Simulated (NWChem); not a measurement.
**Ionisation of NO (-1)**

```xyz
2

N      0.0000     0.0000     0.6690
O      0.0000     0.0000    -0.5854
```
Charge -1, spin multiplicity 3.

All runs are NWChem calculations. Structure: optimised with UPBE0/def2-SVP, a minimum by its harmonic frequencies.

Basis set: def2-TZVPD. −ε marks an orbital energy of the parent.

B3LYP has NWChem's definition, with VWN1-RPA local correlation. The structure started from a generated list of species. The unpaired electrons of the parent sit in orbitals of symmetry b1 and b2 (C2v labels of the run); other states weren't searched. The anion's geometry comes from a basis without diffuse functions. The stability of the SCF solutions was not checked. Open-shell Hartree-Fock references start from PBE0 orbitals.

### Question
One of these methods gave a first vertical ionisation energy of -2.64 eV. Which?
A. −ε(alpha HOMO) of PBE
B. −ε(alpha HOMO) of r2SCAN
C. −ε(alpha HOMO) of B3LYP
D. −ε(alpha HOMO) of HF

### Answer
C, −ε(alpha HOMO) of B3LYP. The others give -4.08 (−ε(alpha HOMO) of PBE), -3.65 (−ε(alpha HOMO) of r2SCAN), 2.40 (−ε(alpha HOMO) of HF).
